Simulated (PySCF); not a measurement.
## Gas-phase XPS of `Fc1ncsn1`, computed

Compound: C₂HFN₂S.
SMILES with atom numbers: `[F:1][c:2]1[n:3][cH:4][s:5][n:6]1`

Level of theory: delta-SCF UKS SCAN, pcX-2 on the ionised atom, pcseg-1 elsewhere, spin-free X2C (PySCF). Binding energies are ΔSCF values: E(core-ionised, relaxed orbitals) − E(ground state) at a fixed geometry, referred to the vacuum level.

Problem. What binding energy does each computed site have?

Solution. 
```tsv
atom(s)	environment	level	binding energy (eV)	above the level's lowest (eV)	count
S5	ring sulfur	S 1s	2479.61	0.00	1
F1	aryl fluorine	F 1s	694.06	0.00	1
N3	pyridine-type nitrogen	N 1s	405.95	+0.04	1
N6	pyridine-type nitrogen	N 1s	405.91	0.00	1
C2	aromatic C–F carbon	C 1s	295.14	+2.14	1
C4	aromatic CH next to a ring nitrogen	C 1s	293.00	0.00	1
```

Lowest listed C 1s: C4, bonded to N (aromatic in the SMILES), S (aromatic in the SMILES) and H. Highest, 2.14 eV above it: C2, bonded to F and 2 N (aromatic in the SMILES).

The 2 N 1s values lie within 0.04 eV of each other; Gaussian lines of 0.5 eV full width would blend them into one maximum.

Problem. Which photon energy gives electrons from C 1s of C2 a kinetic energy of 200 eV, and what is their de Broglie wavelength?

Solution. hν = 295.14 + 200 = 495.14 eV, recoil neglected; λ = 12.264 Å/√(E/eV) = 0.87 Å.

Not every level is listed. Isolated species at its PBE0-D3(BJ)/def2-SVP geometry, gas phase.

The run took 38 s on one thread, x86-64 server, on a shared host.
